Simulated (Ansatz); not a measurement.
Start from Pt in the fcc (Cu type) structure (space group Fm-3m, No. 225).

```yaml
crystal:
  lattice:
    - [0.00000, 1.95913, 1.95913]
    - [1.95913, 0.00000, 1.95913]
    - [1.95913, 1.95913, 0.00000]
  atoms:
    - { symbol: Pt, position: [0.00000, 0.00000, 0.00000] }
```

All numbers come from Kohn–Sham DFT with the PBEsol functional, run in Ansatz (an electronic-structure program) with PAW and 420 eV plane waves, scalar-relativistic without spin-orbit coupling.

```csv
level,lattice parameter a
PBEsol,3.918 Å
```

Measured: lattice parameter a 3.913 Å (static lattice; corrected from measurement; as listed in Daniel Mejia-Rodriguez, S. B. Trickey, Phys. Rev. B (2018)).

Computed minus measured — lattice parameter a: PBEsol +0.1 %.

No phonon test of stability was made. All final runs are without spin polarisation. Pt lies near a magnetic instability that expansion can trigger; it was not tested.
